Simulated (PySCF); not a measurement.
**phosphanide (PH₂−): electronic excitations and core binding energies**

Wanted: the electronic excitations and core binding energies of phosphanide (PH₂−) (`[PH2-]`), by calculation.

Computed with PySCF 2.14.0, with density-fitted response routines of our own, on a single molecule in the gas phase. Atoms are numbered from 0 throughout.

**1. The molecule as given**

3 atoms, charge -1, multiplicity 1; geometry from: GFN2-xTB.

Bonds of the start (Å): P0–H1 1.34, P0–H2 1.34.

**2. Ultraviolet spectrum: wB97X-D/def2-SVPD**

Job settings and geometry (Å):

```
{"job": {"kind": "uv", "xc": "wB97X-D", "basis": "def2-SVPD", "nstates": 8, "ntriplets": 3}, "charge": -1, "multiplicity": 1}
P      0.004575     0.626733    -0.002311
H     -0.956154    -0.313328    -0.010493
H      0.963059    -0.315943     0.000250
```

Method: TDDFT wB97X-D/def2-SVPD, vertical, gas phase, core orbitals frozen in the response.

The run is started by

```bash
$ OMP_NUM_THREADS=1 python probes_run.py task.json out
```

The driver reads the jobs from task.json and runs them one after another.

Further steps of the session: X-ray photoelectron lines: SCAN, X2C.

**Question.** After this job, these run on its result: delta-SCF UKS SCAN, pcX-2 on the ionised atom, pcseg-1 elsewhere, spin-free X2C. Predict these results of the whole session: lowest singlet (wB97X-D/def2-SVPD); brightest of those computed; lowest triplet; P1s binding energies; P2p binding energies.

As calculated:

| quantity | value |
| --- | --- |
| lowest singlet (wB97X-D/def2-SVPD) | 3.55 eV (350 nm), f = 0.080 |
| brightest of those computed | state 8, 7.41 eV, f = 0.169 |
| lowest triplet | 3.41 eV |
| P1s binding energies | P0 2141.54 eV |
| P2p binding energies | P0 128.36 eV |

In words: The first singlet state (HOMO→LUMO 1.00) lies at 3.55 eV and is bright; the strongest absorption computed is state 8 at 7.41 eV. The lowest triplet lies 0.14 eV below the lowest singlet (triplets in Tamm-Dancoff, singlets in full TDDFT). In the gas-phase run even the lowest singlet lies above the energy needed to detach an electron from this anion, so its states are not to be taken as bound.
